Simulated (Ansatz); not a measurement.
MgF₂. The state is a triplet with charge 0. Geometry r2SCAN-D4/def2-TZVPD, that of the charge -1 doublet; atoms count from 1.

```xyz
3

Mg    0.047   -0.003   -0.576
F     1.366   -0.791    0.404
F    -1.412    0.794    0.172
```

At PBE0-D4/def2-TZVPD a singlet of charge 0 lies 5.30 eV below the triplet at the same geometry. The structure comes from a short search, and lower isomers may exist.

Problem. Estimate the Mulliken populations from the PBE0/def2-TZVPD orbitals of Ansatz.

Solution. 
```csv
atom,charge (e),spin (α − β)
Mg1,0.63,1.00
F2,-0.32,0.50
F3,-0.32,0.50
```
Mulliken values and Mayer orders depend strongly on the basis. With diffuse functions, as here, like atoms can get unlike values, and bond orders can come out too low or too high.

Problem. Where does the spin sit?

Solution. Summed by element: Mg 1.00, F 1.00, of 2 unpaired in all. Largest on single atoms: Mg1 1.00, F2 0.50, F3 0.50.
